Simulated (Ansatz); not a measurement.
Two shapes of singlet CF₄.

Shape 1:

```xyz
5

C     0.0393   -0.0309   -0.0016
F     0.7939    0.7959    0.7572
F     0.7448   -0.7668   -0.7124
F    -0.7321    0.7442   -0.7985
F    -0.7794   -0.7377    0.8000
```

Shape 2:

```xyz
5

C     0.0340   -0.0751    0.0025
F     0.7849    0.8154    0.7964
F     0.7849   -0.7605   -0.6936
F    -0.7330    0.7757   -0.8302
F    -0.8165   -0.7592    0.7873
```

Basis set: 6-31G (spherical functions). Left uncorrelated: 5 orbitals. Charge 0, multiplicity 1.

Computed with Ansatz (development build ahead of 0.2.0); each method stands on the lowest determinant of its kind that the runs found.

Problem. Which shape is lower in energy, and by how much in each method?

Solution.

```
 method  E(2) − E(1) (eV)
    RHF             0.264
RHF-MP2             0.032
```

Shape 1 is lower.
